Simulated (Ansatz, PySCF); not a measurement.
Dissociation curve of SMILES C=C=O. The C1–C4 bond (C1 also carries H, H; C4 carries O) is pulled apart rigidly from the PBE0/def2-TZVP optimised geometry.

Computed with: UHF/cc-pVTZ (Ansatz, a program for electronic structure); RHF/cc-pVTZ (Ansatz); UKS-PBE = unrestricted PBE/cc-pVTZ (Ansatz); RKS-PBE = Ansatz with restricted PBE/cc-pVTZ; UKS-PBE0 = unrestricted PBE0/cc-pVTZ in Ansatz; RKS-PBE0 = Ansatz with restricted PBE0/cc-pVTZ; UKS-CAM-B3LYP = Ansatz with unrestricted CAM-B3LYP/cc-pVTZ; RKS-CAM-B3LYP = restricted CAM-B3LYP/cc-pVTZ in Ansatz; UKS-B3LYP/6-31G* = PySCF 2.14.0 with unrestricted B3LYP/6-31G*, spherical d; RKS-B3LYP/6-31G* = restricted B3LYP/6-31G*, spherical d in PySCF; UKS-B3LYP/LANL2DZ = unrestricted B3LYP/LANL2DZ run with PySCF; RKS-B3LYP/LANL2DZ = restricted B3LYP/LANL2DZ (PySCF); UKS-B3LYP/6-311+G** = unrestricted B3LYP/6-311+G**, spherical d (PySCF); RKS-B3LYP/6-311+G** = PySCF with restricted B3LYP/6-311+G**, spherical d.

Scanned distances (Å): 1.05, 1.11, 1.19, 1.25, 1.28, 1.31, 1.34, 1.40, 1.46, 1.53, 1.59, 1.76, 1.97, 2.13, 2.33, 2.58, 2.84, 3.22, 3.53, 3.94, 4.60.

Task: Where does the unrestricted solution first break spin symmetry (<S²> of 0.01 or more)?

Result: UHF: between 1.76 and 1.97 Å; UKS-PBE: between 1.97 and 2.13 Å; UKS-PBE0: between 1.76 and 1.97 Å; UKS-CAM-B3LYP: between 1.76 and 1.97 Å; UKS-B3LYP/6-31G*: between 1.76 and 1.97 Å; UKS-B3LYP/LANL2DZ: between 1.76 and 1.97 Å; UKS-B3LYP/6-311+G**: between 1.76 and 1.97 Å.

| R / Å | <S²> UHF | E(RHF) − E(UHF) / eV | <S²> UKS-PBE | E(RKS-PBE) − E(UKS-PBE) / eV | <S²> UKS-PBE0 | E(RKS-PBE0) − E(UKS-PBE0) / eV | <S²> UKS-CAM-B3LYP | E(RKS-CAM-B3LYP) − E(UKS-CAM-B3LYP) / eV | <S²> UKS-B3LYP/6-31G* | E(RKS-B3LYP/6-31G*) − E(UKS-B3LYP/6-31G*) / eV | <S²> UKS-B3LYP/LANL2DZ | E(RKS-B3LYP/LANL2DZ) − E(UKS-B3LYP/LANL2DZ) / eV | <S²> UKS-B3LYP/6-311+G** | E(RKS-B3LYP/6-311+G**) − E(UKS-B3LYP/6-311+G**) / eV |
|---|---|---|---|---|---|---|---|---|---|---|---|---|---|---|
| 1.05 | 0.00 | 0.000 | 0.00 | 0.000 | 0.00 | 0.000 | 0.00 | 0.000 | 0.00 | 0.000 | 0.00 | 0.000 | 0.00 | 0.000 |
| 1.11 | 0.00 | 0.000 | 0.00 | 0.000 | 0.00 | 0.000 | 0.00 | 0.000 | 0.00 | 0.000 | 0.00 | 0.000 | 0.00 | 0.000 |
| 1.19 | 0.00 | 0.000 | 0.00 | 0.000 | 0.00 | 0.000 | 0.00 | 0.000 | 0.00 | 0.000 | 0.00 | 0.000 | 0.00 | 0.000 |
| 1.25 | 0.00 | 0.000 | 0.00 | 0.000 | 0.00 | 0.000 | 0.00 | 0.000 | 0.00 | 0.000 | 0.00 | 0.000 | 0.00 | 0.000 |
| 1.28 | 0.00 | 0.000 | 0.00 | 0.000 | 0.00 | 0.000 | 0.00 | 0.000 | 0.00 | 0.000 | 0.00 | 0.000 | 0.00 | 0.000 |
| 1.31 | 0.00 | 0.000 | 0.00 | 0.000 | 0.00 | 0.000 | 0.00 | 0.000 | 0.00 | 0.000 | 0.00 | 0.000 | 0.00 | 0.000 |
| 1.34 | 0.00 | 0.000 | 0.00 | 0.000 | 0.00 | 0.000 | 0.00 | 0.000 | 0.00 | 0.000 | 0.00 | 0.000 | 0.00 | 0.000 |
| 1.40 | 0.00 | 0.000 | 0.00 | 0.000 | 0.00 | 0.000 | 0.00 | 0.000 | 0.00 | 0.000 | 0.00 | 0.000 | 0.00 | 0.000 |
| 1.46 | 0.00 | 0.000 | 0.00 | 0.000 | 0.00 | 0.000 | 0.00 | 0.000 | 0.00 | 0.000 | 0.00 | 0.000 | 0.00 | 0.000 |
| 1.53 | 0.00 | 0.000 | 0.00 | 0.000 | 0.00 | 0.000 | 0.00 | 0.000 | 0.00 | 0.000 | 0.00 | 0.000 | 0.00 | 0.000 |
| 1.59 | 0.00 | 0.000 | 0.00 | 0.000 | 0.00 | 0.000 | 0.00 | 0.000 | 0.00 | 0.000 | 0.00 | 0.000 | 0.00 | 0.000 |
| 1.76 | 0.00 | 0.000 | 0.00 | 0.000 | 0.00 | 0.000 | 0.00 | 0.000 | 0.00 | 0.000 | 0.00 | 0.000 | 0.00 | 0.000 |
| 1.97 | 0.84 | 0.494 | 0.00 | 0.000 | 0.33 | 0.036 | 0.31 | 0.033 | 0.30 | 0.029 | 0.09 | 0.002 | 0.18 | 0.010 |
| 2.13 | 1.02 | 1.260 | 0.78 | 0.305 | 0.89 | 0.539 | 0.89 | 0.516 | 0.89 | 0.517 | 0.81 | 0.353 | 0.85 | 0.418 |
| 2.33 | 1.02 | — | 1.00 | 1.065 | 1.01 | — | 1.01 | — | 1.01 | 1.369 | 1.00 | 1.097 | 1.01 | 1.207 |
| 2.58 | 0.96 | — | 0.98 | — | 0.97 | — | 0.95 | — | 0.96 | — | 0.98 | — | 0.95 | — |
| 2.84 | 0.92 | — | 0.92 | — | 0.91 | — | 0.89 | — | 0.90 | — | 0.93 | — | 0.89 | — |
| 3.22 | 0.88 | — | 0.87 | — | 0.87 | — | 0.84 | — | 0.85 | — | 0.88 | — | 0.84 | — |
| 3.53 | 0.87 | — | 0.86 | — | 0.85 | — | 0.82 | — | 0.83 | — | 0.86 | — | 0.82 | — |
| 3.94 | 0.86 | — | 0.85 | — | 0.84 | — | 0.81 | — | 0.82 | — | 0.85 | — | 0.81 | — |
| 4.60 | 0.86 | — | 0.84 | — | 0.84 | — | 0.80 | — | 0.82 | — | 0.84 | — | 0.80 | — |

A dash means that the run gave no value there, or that the column was ended at a point which the program doubted or which failed a test of continuity chosen for this set; such a test can also cut sound points.
